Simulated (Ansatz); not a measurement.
# BO (sextet): the correlation ladder, def2-TZVPP

One table from this session's results is given with a row withheld; the runs are named, their logs left out.

Method: def2-TZVPP, core rule «outside noble gas», up to 2 orbitals frozen; program: Ansatz 0.2.0, Gaussian basis.

To be run: UHF; ROHF; CCSD(T) on UHF.

## What is computed

The geometry is a PBE0/def2-TZVP stationary point (not a proven minimum) of the parent state, kept for this charge and spin.

2 atoms, charge 0, spin multiplicity 6.

Atoms are counted from 1 here; the program's logs count them from 0.

Bond lengths: B1–O2 1.403 Å.

Set-up of the first run:

in.yaml reads:

```yaml
crystal:
  periodic: [false, false, false]
  atoms:
    - {symbol: B, position_ang: [0.000000, 0.000000, 0.000000]}
    - {symbol: O, position_ang: [0.000000, 0.000000, 1.403204]}
basis:
  gaussian: {orbitals: def2-TZVPP}
magnetization: {spin_polarized: true, initial_magnetization: 5}
hamiltonian: {xc: hf}
output: {orbitals: {seedname: orbitals}}
```

Started as:

```sh
$ ansatz run in.yaml --threads 1 --pin off --events-out ev --progress --plain --max-ram 4096MiB --backend cpu
```

Steps of the session up to this table: UHF; ROHF; CCSD(T) on UHF.

One table of the session follows, with a row left open; its other results are not shown here.

| method | from UCCSD(T) (kJ/mol) |
| --- | --- |
| ROHF | ? |
| UHF | +508.9 |
| UMP2 | +72.5 |
| UCCSD | +10.7 |
| UCCSD(T) | 0 |

Estimate the missing values for ROHF.

As computed: from UCCSD(T) (kJ/mol): +528.1. In the column «from UCCSD(T) (kJ/mol)» it is the highest.
